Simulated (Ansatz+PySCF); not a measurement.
Two shapes of doublet C2H5.

Shape 1:

```xyz
7

C     0.0000    0.0158   -0.6902
C     0.0000   -0.0421    0.7904
H     0.9337    0.0148    1.3558
H    -0.9337    0.0148    1.3558
H     0.0000    1.0601   -1.0660
H     0.8914   -0.4658   -1.1233
H    -0.8914   -0.4658   -1.1233
```

Shape 2:

```xyz
7

C     0.0000    0.0170   -0.7455
C     0.0000   -0.0455    0.8537
H     1.0085    0.0159    1.4642
H    -1.0085    0.0159    1.4642
H     0.0000    1.1449   -1.1513
H     0.9627   -0.5030   -1.2132
H    -0.9627   -0.5030   -1.2132
```

Basis set: def2-SVP (spherical functions). Frozen core: 2 orbitals. Correlation on ROHF uses semicanonical orbitals with singles. Charge 0, multiplicity 2.

Computed with Ansatz (development build ahead of 0.2.0); each method stands on the lowest determinant of its kind that the runs found.

Problem. Which shape is lower in energy, and by how much in each method?

Solution.

```json
{"method": "UHF", "E(2) − E(1) (eV)": "0.923"}
{"method": "ROHF-MP2", "E(2) − E(1) (eV)": "0.816"}
{"method": "UHF-MP2", "E(2) − E(1) (eV)": "0.815"}
{"method": "ROHF-CCSD(T)", "E(2) − E(1) (eV)": "0.724"}
{"method": "UHF-CCSD(T)", "E(2) − E(1) (eV)": "0.724"}
```

Shape 1 is lower.
